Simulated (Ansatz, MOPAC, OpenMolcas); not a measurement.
## BH (SMILES [BH]): methods side by side

BH, singlet, SMILES `[BH]`. Each level relaxes the structure for itself.

Quantity: the equilibrium bond length, in Å. The values are calculated.

(1) The value from experiment is 1.232 Å (Huber and Herzberg, Constants of Diatomic Molecules). From what is known of these methods, estimate their order from the nearest to it to the farthest.
A. PM3 (MOPAC)
B. PBE50/cc-pVTZ (OpenMolcas)
C. B2PLYP/cc-pVTZ (Ansatz)
D. PM6-D3H4 (MOPAC)
E. wPBEh/cc-pVTZ (Ansatz)

## Answers

(1) B (1.232 Å, 0.000), C (1.229 Å, -0.003), E (1.240 Å, +0.008), D (1.201 Å, -0.031), A (1.178 Å, -0.054).
